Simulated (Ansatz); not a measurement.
We consider rock-salt RbBr, described by PBEsol in Ansatz (PAW).

Run with plane-wave cutoff 520 eV, 8×8×8 k mesh, Fermi–Dirac smearing 0.01 eV, scalar-relativistic PAW data made under PBE.

Properties against volume:

| V (Å³/atom) | P (GPa) | direct gap at Γ (eV) |
|---|---|---|
| 37.678 | 1.01 | 4.371 |
| 38.479 | 0.63 | 4.319 |
| 39.281 | 0.29 | 4.270 |
| 40.083 | 0.00 | 4.224 |
| 40.884 | -0.26 | 4.179 |
| 41.686 | -0.49 | 4.136 |
| 42.488 | -0.70 | 4.096 |

A straight line through the gaps at Γ against ln V gives a volume deformation potential dE_g(Γ)/d ln V of -2.3 eV: the gap at Γ widens under compression.

Measured, for comparison: band gap 7.2 eV (temperature not stated, not corrected to a static lattice; as tabulated in Aguado et al. (1998), arXiv:cond-mat/9809176).

Spin–orbit coupling is not included.

Ansatz is an electronic-structure program.
